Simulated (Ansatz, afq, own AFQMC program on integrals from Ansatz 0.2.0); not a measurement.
**HfC⁺, sextet: AFQMC among the cluster methods**

```xyz
2

Hf    0.0000    0.0000    0.0000
C     0.0000    0.0000    2.0906
```

Basis def2-TZVP with its core potentials. Only valence electrons are correlated. Ansatz 0.2.0 and our own AFQMC program on the same integrals; the CISD trial comes from CCSD amplitudes, and released means the phaseless constraint is let go. ± is one standard error of the sampling. No spin–orbit coupling. The metal's outer-core s and p shells are frozen, which shifts wave-function levels against functionals.

Determinant: UHF, the one that the program's search chose, which needn't be the lowest solution. The geometry is a PBE0/def2-TZVP stationary point of this or a neighbouring charge and spin state.

No full CI on the walks' own integrals is used here; CCSDT(Q) serves as the reference and is uncertain by about the last step of the cluster series.

Cautions: no spin-orbit coupling; outer-core shells of the metal frozen; another spin lies lower; the released energies are still falling, so no released level is given (meV from the phaseless value at times in 1/Eh: -7 ± 3 at 0.24, -14.8 ± 2.4 at 0.51, -21 ± 3 at 0.99, -25 ± 4 at 1.62, -111 ± 86 at 2.40), though the last usable value meets CCSDT(Q) within the noise.

The T1 diagnostic is 0.0308. The weight of the determinant in the CISD state is 0.919. The ⟨S²⟩ of the determinant is 8.756 and the size of the correlated space is 7 electrons in 66 orbitals.

Reference: CCSDT(Q), correlation energy -3.621 eV.

```csv
level,E − E(reference) (meV),share of correlation (%)
HF,3621.0,0.00
MP2,722.7,80.04
CCSD,195.4,94.60
CCSD(T),35.6,99.02
CCSDT,7.8,99.79
ph-AFQMC/HF,101.4 ± 19.5,97.20
ph-AFQMC/CISD,28.5 ± 3.2,99.21
```

A walk keeps the symmetry of its determinant, which the program's search chose and which needn't be the lowest solution, so a lower state of the same spin and another symmetry isn't excluded.
